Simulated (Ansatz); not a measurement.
**B2+ (quartet): the correlation ladder at distance B1–B2 = 1.811 Å, cc-pVQZ**

The task here is to estimate one member of a computed series from the others.

The runs use Ansatz 0.2.0, Gaussian basis; cc-pVQZ, core rule «outside noble gas», up to 2 orbitals frozen.

Plan: UHF; CCSD(T) on ROHF; CCSD(T) on UHF; BCCD(T) on ROHF; CCSDT(Q) on ROHF; CCSDT(Q) on UHF; CASSCF and MRCISD+Q, 5 electrons in 8 orbitals; CASSCF and NEVPT2, 5 electrons in 8 orbitals.

17 further runs of the same task are left out: 3 that didn't finish, 14 set aside as unsound or not needed. Runs told in other sessions of the task aren't counted.

**The system**

The geometry derives from a PBE0/def2-TZVP stationary point (not a proven minimum). One bond is set to the value named and the two fragments are kept rigid.

2 atoms, charge 1, spin multiplicity 4.

Atoms are counted from 1 here; the program's logs count them from 0.

Bond lengths: B1–B2 1.811 Å.

Set-up of the first run:

Input file in.yaml:

```yaml
crystal:
  periodic: [false, false, false]
  atoms:
    - {symbol: B, position_ang: [0.000000, 0.000000, 0.000000]}
    - {symbol: B, position_ang: [0.000000, 0.000000, 1.811000]}
basis:
  gaussian: {orbitals: cc-pVQZ}
total_charge: 1
magnetization: {spin_polarized: true, initial_magnetization: 3}
hamiltonian: {xc: hf}
output: {orbitals: {seedname: orbitals}}
```

On the command line:

```bash
$ ansatz run in.yaml --threads 1 --pin off --events-out ev --progress --plain --max-ram 4096MiB --backend cpu
```

Steps of the session up to this table: UHF; CCSD(T) on ROHF; CCSD(T) on UHF; BCCD(T) on ROHF; CCSDT(Q) on ROHF; CCSDT(Q) on UHF; CASSCF and MRCISD+Q, 5 electrons in 8 orbitals; CASSCF and NEVPT2, 5 electrons in 8 orbitals.

One of the session's tables, all rows but one given; the rest of the session is left out.

```
          method  from UCCSDT(Q) (kJ/mol)
            ROHF                   +266.0
             UHF                   +261.9
            RMP2                    +66.1
            UMP2                    +66.1
           RCCSD                        ?
           UCCSD                    +14.5
        RCCSD(T)                     +3.4
        UCCSD(T)                     +3.3
         BCCD(T)                     +3.4
          RCCSDT                     +0.5
          UCCSDT                     +0.4
       RCCSDT(Q)                     +0.1
       UCCSDT(Q)                        0
  CASSCF valence                   +122.3
  NEVPT2 valence                    +27.8
  MRCISD valence                     +4.4
MRCISD+Q valence                     +1.5
```

Estimate the missing values for RCCSD.

The run gave: from UCCSDT(Q) (kJ/mol): +14.7. In the column «from UCCSDT(Q) (kJ/mol)» it lies between UCCSD (+14.5) and NEVPT2 valence (+27.8).

Caveats from the session: Restricted and unrestricted rows rest on different reference determinants; a gap between their highest levels can come from leftover correlation error, from unlike frozen cores or from another state.
